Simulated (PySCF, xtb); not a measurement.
trimethylamine (C₃H₉N), SMILES CN(C)C.

GFN2-xTB run with xtb at its own geometry gives an orbital gap of 10.90 eV and a dipole moment of 0.93 D.

The structure is a stationary point at PBE0-D3(BJ)/def2-SVP.

### Question
What does PySCF with PBE/def2-TZVP give? (The exact figures need the calculation; the answer reports its results.)

### Answer
gap 5.09 eV (levels -4.74 and 0.36 eV), dipole 0.31 D.
